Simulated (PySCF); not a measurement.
NMR data simulated for an unnamed compound:

¹H NMR (500 MHz, computed): δ 1.39 (s, 4H).

¹³C{¹H} NMR (computed): δ 221.2 (C), 4.5 (CH2).

- NMR shieldings at PBE0/pcSseg-2/GIAO
- geometry from PBE0-D3(BJ)/def2-TZVP
- code: PySCF 2.14.0 with density-fitted response routines
- no solvent model, one averaged value for each set of equivalent atoms, relativity neglected, one computed conformer

Chemical shifts δ = σref − σ; TMS for ¹H, ¹³C, all at this level.

**Question.** Which of these does the molecule contain: a carboxylic acid, a three-membered ring, a tert-butyl group, an N-methyl group, a ketone?

**Answer.** 
- A carboxylic acid: no.
- A three-membered ring: yes.
- A tert-butyl group: no.
- An N-methyl group: no.
- A ketone: yes (δC 221.2).

The data belong to Cyclopropanone (O=C1CC1, C3H4O); they needn't prove each group on their own.

Carbon signals by region: 1 in the far downfield region (above 160 ppm), 1 below 50 ppm. Above 160 ppm: 221.2, ketone carbonyl carbon.

Shifts are as computed. Against solution values, carbons near 30 ppm lie about +3 ppm off and those near 130 ppm about +9 ppm. Of 1211 compounds with measured shifts, 218 miss one by over three times the rms of a fit or turn the order of signals round; such compounds aren't used in these exercises.
